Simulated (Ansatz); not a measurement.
**GaH3, triplet: the ladder up to full CI**

Geometry: a point of a stretch scan, not a stationary point.

```csv
atom,x (Å),y (Å),z (Å)
Ga,0.0005,0.0274,-0.0435
H,0.0005,-1.4779,-0.5393
H,0.3720,-0.1997,1.6948
H,-0.4049,-0.2204,1.8534
```

Basis aug-cc-pVDZ; Ansatz 0.2.0. Only valence electrons are correlated (noble-gas cores and the filled d shells of p-block atoms frozen), which leaves 6 electrons in 49 orbitals. R marks a restricted (for open shells ROHF) determinant, U an unrestricted one. Active spaces: pair = (4e, 4o) about the gap; valence = (6e, 7o) chosen from the atoms' valence shells. No spin–orbit coupling is included, and no scalar relativity.

Full CI is exact within this basis and frozen core; it isn't the basis-set limit. The frozen core follows each run's orbitals, which can shift R against U totals by a few meV for light atoms and by up to 0.1 eV past Ca.

```
UHF ⟨S²⟩                          : 2.007
T1 diagnostic (RCCSD)             : 0.0250
largest doubles amplitude (RCCSD) : 0.024
```

```tsv
level	E − E(RHF) (eV)
RMP2	-1.9560
RCCSD	-2.5662
RCCSD(T)	-2.6161
```

(1) Estimate how far full CI in aug-cc-pVDZ lies from RCCSD(T). The table doesn't fix it; the size of (T) and the diagnostics are the guide.

(1) Full CI in aug-cc-pVDZ lies 1.6 kJ/mol below RCCSD(T), which is 34 % of the (T) step (-4.8 kJ/mol). The diagnostics give no warning, yet the rest is a sizeable part of (T).

The other levels:

```
                   level  E − E(full CI) (kJ/mol)  share of correlation (%)    wall time
                 BCCD(T)                      1.6                     99.38        3.3 s
                  RCCSDT                      0.0                    100.00            –
               RCCSDT(Q)                     -0.1                    100.04         25 s
                 RCCSDTQ                     -0.1                    100.05  11 s (H100)
  CASSCF (valence space)                    142.6                     43.86            –
  NEVPT2 (valence space)                     49.3                     80.58        4.3 s
  MRCISD (valence space)                      6.1                     97.61            –
MRCISD+Q (valence space)                      1.0                     99.59        5.5 s
```

The correlation energy at full CI, counted from RHF, is -2.633 eV. That run took 17 s on 5 threads of AMD EPYC 7R13 with a whole H100 80 GB, shared host over 339,443,776 determinants.

Run but not shown, since their state or frozen core can't be matched to the reference's or they repeat it: UHF, UMP2, UCCSD, UCCSD(T), UCCSDT, UCCSDT(Q), UCCSDTQ, CASSCF (pair space), NEVPT2 (pair space), MRCISD (pair space), MRCISD+Q (pair space).

Times hold each run's SCF and search for its determinant on a shared host, so for small cases they say little of a method's own cost; rows without a card ran on 1 thread of AMD EPYC 7R13.

The full-CI state has the irrep A of C1, in the program's axes.

Natural occupations of full CI about the gap: 1.959 1.939 0.991 0.983 0.027 0.024 0.019 0.009 0.008 0.007; effectively unpaired electrons, Σ n²(2−n)², 2.03.
